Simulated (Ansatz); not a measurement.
`C=C(O)C=N`. The species carries charge 0 and has multiplicity 1.

Cartesian coordinates in Å:
```
C -1.3021 -0.6848 -0.8196
C -0.5070 0.1570 -0.1553
O -0.8562 1.4063 0.1787
C 0.8401 -0.2335 0.2679
N 1.5324 0.6248 0.8944
H -0.9466 -1.6789 -1.0523
H -2.2970 -0.3994 -1.1335
H -0.0837 1.7720 0.6491
H 1.1675 -1.2456 0.0164
H 2.4525 0.2821 1.1540
```

Q: List the harmonic frequencies (cm⁻¹, unscaled) at PBE0-D4/def2-TZVP in Ansatz. (An estimate is asked.)

A: Computed: 207, 302, 418, 513, 624, 677, 743, 849, 874, 883, 994, 1086, 1154, 1285, 1400, 1434, 1455, 1703, 1746, 3100, 3189, 3285, 3537, 3615.

Q: Is this a minimum?

A: Yes, all 24 modes are real.

Q: Give the ideal-gas thermochemistry at 298.15 K and 1 bar (rigid rotor, harmonic oscillator; point group Cs, symmetry number 1).

A: Zero-point energy 209.8 kJ/mol; H(298) − E = 225.3 kJ/mol; entropy 295.7 J/(mol·K), of which translation 162.0, rotation 105.4, vibration 28.4; G(298) − E = 137.1 kJ/mol.

Q: And at 400, 500, 600, 800 and 1000 K?

A: 
```json
{"T (K)": "400", "H − E (kJ/mol)": "234.9", "S (J/mol/K)": "323.1", "G − E (kJ/mol)": "105.6"}
{"T (K)": "500", "H − E (kJ/mol)": "246.2", "S (J/mol/K)": "348.4", "G − E (kJ/mol)": "72.0"}
{"T (K)": "600", "H − E (kJ/mol)": "259.2", "S (J/mol/K)": "372.0", "G − E (kJ/mol)": "36.0"}
{"T (K)": "800", "H − E (kJ/mol)": "288.7", "S (J/mol/K)": "414.4", "G − E (kJ/mol)": "-42.7"}
{"T (K)": "1000", "H − E (kJ/mol)": "322.0", "S (J/mol/K)": "451.4", "G − E (kJ/mol)": "-129.4"}
```
